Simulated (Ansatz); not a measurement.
Molecule (SMILES): O (H2O).
Atoms: O1, H2, H3. Bonds: O1-H2, O1-H3.

Basis-set convergence of the highest harmonic wavenumber at PBE with Ansatz (a quantum-chemistry and plane-wave program). Each level at its own minimum, finite differences of forces, unscaled; the reference is a large set that could be run, not a limit. Cartesian d functions, on some or all atoms, in 6-31G*, 6-31+G*; all else is spherical. The program fits the integrals of some runs and decomposes those of others, by size. No added dispersion term, no relativity. Reference: the value in aug-cc-pVQZ, 3808 cm⁻¹, itself unsure by roughly 3 cm⁻¹ (its mean distance from def2-QZVPPD, pcseg-3, def2-QZVPP). Deviations are taken from unrounded values.

```json
[
 {"basis": "6-31G*", "functions": "19", "highest harmonic wavenumber (cm⁻¹)": "3751"},
 {"basis": "6-31+G*", "functions": "23", "highest harmonic wavenumber (cm⁻¹)": "3763"},
 {"basis": "cc-pVDZ", "functions": "24", "highest harmonic wavenumber (cm⁻¹)": "3753"},
 {"basis": "aug-cc-pVDZ", "functions": "41", "highest harmonic wavenumber (cm⁻¹)": "3802"},
 {"basis": "def2-SVP", "functions": "24", "highest harmonic wavenumber (cm⁻¹)": "3790"},
 {"basis": "def2-SVPD", "functions": "39", "highest harmonic wavenumber (cm⁻¹)": "3828"},
 {"basis": "pcseg-1", "functions": "24", "highest harmonic wavenumber (cm⁻¹)": "3778"},
 {"basis": "aug-pcseg-1", "functions": "41", "highest harmonic wavenumber (cm⁻¹)": "3790"},
 {"basis": "6-311G**", "functions": "30", "highest harmonic wavenumber (cm⁻¹)": "3810"},
 {"basis": "6-311+G**", "functions": "34", "highest harmonic wavenumber (cm⁻¹)": "3827"},
 {"basis": "def2-TZVP", "functions": "43", "highest harmonic wavenumber (cm⁻¹)": "3799"},
 {"basis": "def2-TZVPD", "functions": "58", "highest harmonic wavenumber (cm⁻¹)": "3795"},
 {"basis": "cc-pVTZ", "functions": "58", "highest harmonic wavenumber (cm⁻¹)": "3803"},
 {"basis": "aug-cc-pVTZ", "functions": "92", "highest harmonic wavenumber (cm⁻¹)": "3801"},
 {"basis": "pcseg-2", "functions": "58", "highest harmonic wavenumber (cm⁻¹)": "3814"},
 {"basis": "aug-pcseg-2", "functions": "92", "highest harmonic wavenumber (cm⁻¹)": "3812"},
 {"basis": "def2-TZVPP", "functions": "59", "highest harmonic wavenumber (cm⁻¹)": "3815"},
 {"basis": "def2-TZVPPD", "functions": "74", "highest harmonic wavenumber (cm⁻¹)": "3816"},
 {"basis": "cc-pVQZ", "functions": "115", "highest harmonic wavenumber (cm⁻¹)": "3808"},
 {"basis": "aug-cc-pVQZ", "functions": "172", "highest harmonic wavenumber (cm⁻¹)": "3808"},
 {"basis": "def2-QZVPP", "functions": "117", "highest harmonic wavenumber (cm⁻¹)": "3813"},
 {"basis": "def2-QZVPPD", "functions": "132", "highest harmonic wavenumber (cm⁻¹)": "3811"}
]
```

What the diffuse functions change, pair by pair:
- 6-31G* to 6-31+G*: 4 more functions, deviation -56 to -45 cm⁻¹
- cc-pVDZ to aug-cc-pVDZ: 17 more functions, deviation -55 to -5 cm⁻¹
- def2-SVP to def2-SVPD: 15 more functions, deviation -17 to 20 cm⁻¹
- pcseg-1 to aug-pcseg-1: 17 more functions, deviation -29 to -18 cm⁻¹
- 6-311G** to 6-311+G**: 4 more functions, deviation 3 to 19 cm⁻¹
- def2-TZVP to def2-TZVPD: 15 more functions, deviation -8 to -13 cm⁻¹
- cc-pVTZ to aug-cc-pVTZ: 34 more functions, deviation -5 to -7 cm⁻¹
- pcseg-2 to aug-pcseg-2: 34 more functions, deviation 7 to 4 cm⁻¹
- def2-TZVPP to def2-TZVPPD: 15 more functions, deviation 7 to 8 cm⁻¹
- cc-pVQZ to aug-cc-pVQZ: 57 more functions, deviation 0 to 0 cm⁻¹
- def2-QZVPP to def2-QZVPPD: 15 more functions, deviation 5 to 3 cm⁻¹

Leaving out the reference's own pair, they bring the value nearer the reference by more than 3 cm⁻¹ in 3 of 10 pairs.
